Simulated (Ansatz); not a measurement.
**Worked example: GeH, doublet against GeH, quartet**

Geometry (PBE0/def2-TZVP stationary point of a quartet), kept for both states (GeH, quartet: Σ⁻; GeH, doublet: Π):

```yaml
atoms:
  - { symbol: Ge, position_ang: [0.0000, 0.0000, 0.0000] }
  - { symbol: H, position_ang: [0.0000, 0.0000, 1.5719] }
```

Basis cc-pVTZ; Ansatz 0.2.0. Only valence electrons are correlated (noble-gas cores and the filled d shells of p-block atoms frozen). Prefix R: restricted or restricted open-shell reference. No spin–orbit coupling is included, and no scalar relativity.

Full CI is exact within this basis and frozen core; it isn't the basis-set limit.

```tsv
level	E(GeH, quartet) (hartree)	E(GeH, doublet) (hartree)
RCCSD(T)	-2075.966763	-2076.032390
PBE	-2077.175963	-2077.246709
B3LYP	-2077.538907	-2077.617458
full CI	-2075.967423	-2076.033040
```

Give the vertical gap, GeH doublet less GeH quartet, at each level in eV (1 hartree = 27.2114 eV), and each error against full CI.

full CI: (-2076.033040 − (-2075.967423)) × 27.2114 = -1.786 eV (the reference)
B3LYP: (-2077.617458 − (-2077.538907)) × 27.2114 = -2.137 eV, error -0.351 eV
PBE: (-2077.246709 − (-2077.175963)) × 27.2114 = -1.925 eV, error -0.139 eV
RCCSD(T): (-2076.032390 − (-2075.966763)) × 27.2114 = -1.786 eV, error 0.000 eV

Total energies of functionals can't be set beside those of wave-function methods, since they hold the core's correlation and their own absolute errors; only the differences compare.

Each level lands on the state that its own search finds. T1 diagnostics of restricted CCSD: 0.035 and 0.020.
